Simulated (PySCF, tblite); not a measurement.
# C4H4NO radical: geometry, infrared bands and EPR parameters

Wanted: the infrared bands and EPR parameters of C4H4NO radical (`C[C@]1(C#N)[CH]O1`), by calculation.

Programs: tblite 0.8.0 and PySCF 2.14.0, with density-fitted response routines of our own. Each step states its level of theory. These are calculated values for one molecule in the gas phase, unless marked as measured. Atoms count from 0, in the outputs and in this text.

### 1 Starting geometry

10 atoms, charge 0, multiplicity 2; geometry from: force field or distance geometry start.

Bonds of the start (Å): C0–C1 1.49, C1–C2 1.45, C2–N3 1.16, C1–C4 1.51, C4–O5 1.37, O5–C1 1.41, C0–H6 1.11, C0–H7 1.12, C0–H8 1.12, C4–H9 1.09.

### 2 Relaxing the molecule with GFN2-xTB

What the job is given:

```
{"job": {"kind": "relax", "xc": "GFN2-xTB", "basis": "xTB"}, "charge": 0, "multiplicity": 2}
C     -1.126800    -0.549300    -0.117000
C      0.178900     0.094000     0.179500
C      0.290600     1.534100     0.026500
N      0.354200     2.680600    -0.120800
C      1.382200    -0.772800    -0.115800
O      1.013600    -0.472700     1.171300
H     -0.978600    -1.638500    -0.247600
H     -1.618400    -0.107100    -1.015600
H     -1.766000    -0.410200     0.789200
H      2.279100    -0.353500    -0.572400
```

The run is started by

```
$ OMP_NUM_THREADS=1 python probes_run.py task.json out
```

One launch serves the whole session: the jobs run in the order shown.

**Question.** This job is followed by: GFN2-xTB harmonic vibrations, gas phase; UKS B3LYP, pcH-1 on C H N O, non-relativistic, mean-field spin-orbit, GIAO. Predict these results of the whole session: strongest single infrared mode (GFN2-xTB); zero-point energy (GFN2-xTB); g(iso) (B3LYP); ⟨S²⟩; largest a(iso) (averaged by class); potential on the surface of density 0.002 e/bohr³, 1st and 99th percentile.

The runs gave:

| quantity | value |
| --- | --- |
| strongest single infrared mode (GFN2-xTB) | 2387 cm⁻¹, 148 km/mol |
| zero-point energy (GFN2-xTB) | 43.5 kcal/mol |
| g(iso) (B3LYP) | 2.00315 |
| ⟨S²⟩ | 0.753 (exact 0.75) |
| largest a(iso) (averaged by class) | 13C on C4, 367.4 MHz |
| potential on the surface of density 0.002 e/bohr³, 1st and 99th percentile | -1.58 V and 1.47 V |

In words: The optimisation took 60 steps and gained 0.250 eV; among the close pairs (by a distance rule), C1–C4 changed most, from 1.512 to 1.459 Å. All 24 modes are real, so the xTB geometry is a minimum. The strongest single mode, at 2387 cm⁻¹, moves mainly C2 and N3. Unscaled tight-binding wavenumbers are off by several per cent, some by more. Its intensities can rank the bands wrongly. Most of the unpaired spin sits on C4 (0.83 e). The isotropic g lies 0.8 ppt above the free-electron value. These values are for one conformer; the search (at its own cheap level) found 1 more, at 1.14 kcal/mol, and measured spectra average over such forms.
